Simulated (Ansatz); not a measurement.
**BH₂+ (singlet): from Hartree-Fock to the top rungs at scale of all distances = 1.304, aug-cc-pVTZ**

The task here is to estimate one member of a computed series from the others.

The runs use Ansatz 0.2.0, Gaussian basis; aug-cc-pVTZ, core rule «outside noble gas», up to 1 orbitals frozen.

The runs, in order: UHF; CCSD(T) on RHF; BCCD(T) on RHF; CCSDT(Q) on RHF; CASSCF and NEVPT2, 4 electrons in 6 orbitals; Full CI.

17 further runs of the same task are left out: 9 that didn't finish, 8 set aside as unsound or not needed.

## The system

The geometry derives from a PBE0/def2-TZVP stationary point (not a proven minimum). All distances are scaled together.

3 atoms, charge 1, spin multiplicity 1.

Atoms are counted from 1 here; the program's logs count them from 0.

No contacts short enough for the rule that draws bonds.

Set-up of the first run:

Input file in.yaml:

```yaml
crystal:
  periodic: [false, false, false]
  atoms:
    - {symbol: B, position_ang: [0.000000, 0.000000, 0.000000]}
    - {symbol: H, position_ang: [0.000000, 0.000000, -1.537652]}
    - {symbol: H, position_ang: [0.000000, 0.000000, 1.537652]}
basis:
  gaussian: {orbitals: aug-cc-pVTZ}
total_charge: 1
magnetization: {spin_polarized: true, initial_magnetization: 0}
hamiltonian: {xc: hf}
output: {orbitals: {seedname: orbitals}}
```

Command:

```sh
$ ansatz run in.yaml --threads 1 --pin off --events-out ev --progress --plain --max-ram 2393MiB
```

Steps of the session up to this table: UHF; CCSD(T) on RHF; BCCD(T) on RHF; CCSDT(Q) on RHF; CASSCF and NEVPT2, 4 electrons in 6 orbitals; Full CI.

One table of the session follows, with a row left open; its other results are not shown here.

```
        method  from FCI (kcal/mol)
           RHF               +61.61
          RMP2               +14.93
         RCCSD                +1.46
      RCCSD(T)                +0.38
       BCCD(T)                +0.37
        RCCSDT                +0.04
     RCCSDT(Q)                +0.01
CASSCF valence               +23.24
NEVPT2 valence                    ?
           FCI                    0
```

Estimate the missing values for NEVPT2 valence.

The run gave: from FCI (kcal/mol): +5.46. In the column «from FCI (kcal/mol)» it lies between RCCSD (+1.46) and RMP2 (+14.93).
